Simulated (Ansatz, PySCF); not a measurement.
Dimer: CH5N (SMILES CN) (first 7 atoms) with CH5N (SMILES CN); geometry from S66by8 set.
(charge 0, multiplicity 1):
```json
[
 {"atom": "N", "x (Å)": "-1.7292", "y (Å)": "0.2622", "z (Å)": "-0.6586"},
 {"atom": "H", "x (Å)": "-0.9006", "y (Å)": "-0.3226", "z (Å)": "-0.7090"},
 {"atom": "H", "x (Å)": "-2.3911", "y (Å)": "-0.1274", "z (Å)": "-1.3169"},
 {"atom": "C", "x (Å)": "-2.2893", "y (Å)": "0.1827", "z (Å)": "0.6888"},
 {"atom": "H", "x (Å)": "-3.1833", "y (Å)": "0.8006", "z (Å)": "0.7500"},
 {"atom": "H", "x (Å)": "-2.5533", "y (Å)": "-0.8245", "z (Å)": "1.0263"},
 {"atom": "H", "x (Å)": "-1.5709", "y (Å)": "0.5900", "z (Å)": "1.3979"},
 {"atom": "N", "x (Å)": "1.9003", "y (Å)": "-0.7557", "z (Å)": "-0.4518"},
 {"atom": "H", "x (Å)": "2.1965", "y (Å)": "-0.4812", "z (Å)": "-1.3798"},
 {"atom": "H", "x (Å)": "2.5238", "y (Å)": "-1.5034", "z (Å)": "-0.1766"},
 {"atom": "C", "x (Å)": "2.0605", "y (Å)": "0.3795", "z (Å)": "0.4619"},
 {"atom": "H", "x (Å)": "1.7903", "y (Å)": "0.0648", "z (Å)": "1.4675"},
 {"atom": "H", "x (Å)": "3.0679", "y (Å)": "0.8013", "z (Å)": "0.4989"},
 {"atom": "H", "x (Å)": "1.3680", "y (Å)": "1.1653", "z (Å)": "0.1692"}
]
```

Monomers are frozen at their geometry in the pair; levels with a basis set take the counterpoise correction.

Frozen-core correlation.

Programs: Ansatz (Gaussian basis) for Hartree–Fock, density functionals and correlated methods; PySCF for the dispersion terms. Each number belongs to the level named beside it.

PBE/def2-TZVPPD gives -9.5 kJ/mol for the interaction energy.

**Question.** Predict the shift from PBE, with its sign, for: PBE-D3(BJ)/def2-TZVPPD, r2SCAN/def2-TZVPPD, PBE0/def2-TZVPPD, wB97M-V/def2-TZVPPD, MP2/aug-cc-pVDZ, CCSD(T)/aug-cc-pVDZ.

**Answer.** PBE-D3(BJ)/def2-TZVPPD -3.4; r2SCAN/def2-TZVPPD -0.2; PBE0/def2-TZVPPD 0.5; wB97M-V/def2-TZVPPD -1.9; MP2/aug-cc-pVDZ -1.7; CCSD(T)/aug-cc-pVDZ -1.6 kJ/mol. 1 of 6 lie above PBE; the widest gap is to PBE-D3(BJ)/def2-TZVPPD. Against computed benchmark interaction energy, Řezáč et al., J. Chem. Theory Comput. 7, 2427 (2011), S66x8, -11.7 kJ/mol, PBE differs by 2.2 kJ/mol.

Ansatz is a first-principles code.
